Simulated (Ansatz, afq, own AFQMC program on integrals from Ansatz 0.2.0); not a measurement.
WSiH2⁺, sextet: AFQMC among the cluster methods

```xyz
4

W     0.0000    0.0000    0.3179
Si    0.0000    0.0000   -1.8851
H     0.0000   -1.2203   -2.7301
H     0.0000    1.2203   -2.7301
```

Connectivity, by distances: W–SiH2.

Basis def2-SVP with its core potentials. Noble-gas cores (and the filled d shells of Ga–Kr and In–Xe) are frozen. Ansatz 0.2.0 and our own AFQMC program on the same integrals; the CISD trial comes from CCSD amplitudes, and released means the phaseless constraint is let go. ± is one standard error of the sampling. No spin–orbit coupling. The metal's outer-core s and p shells are frozen, which shifts wave-function levels against functionals.

Determinant: UHF, the one that the program's search chose, which needn't be the lowest solution. The geometry is a point of a scan.

No full CI on the walks' own integrals is used here; CCSDT(Q) serves as the reference and is uncertain by about the last step of the cluster series.

Cautions: no spin-orbit coupling; outer-core shells of the metal frozen; lower spins were not checked; higher spins were not checked.

* T1 diagnostic: 0.0238
* weight of the determinant in the CISD state: 0.884
* ⟨S²⟩ of the determinant: 8.766
* size of the correlated space: 11 electrons in 51 orbitals

Reference: CCSDT(Q), correlation energy -5.237 eV. The released energy is read at 4.20 1/Eh (meV from the phaseless value at times in 1/Eh: -13.2 ± 2.2 at 0.60, -18.2 ± 2.4 at 1.20, -22 ± 3 at 2.00, -24.7 ± 2.2 at 3.00, -18 ± 4 at 4.20).

```csv
level,E − E(reference) (kcal/mol),share of correlation (%)
HF,120.77,0.00
MP2,22.35,81.49
CCSD,4.27,96.46
CCSD(T),0.82,99.32
CCSDT,0.19,99.84
ph-AFQMC/CISD,0.50 ± 0.08,99.59
released AFQMC,0.09 ± 0.09,99.93
```

A walk keeps the symmetry of its determinant, which the program's search chose and which needn't be the lowest solution, so a lower state of the same spin and another symmetry isn't excluded. Released energies are given only where the last usable release times agree within the noise; a slower fall can still hide under it.
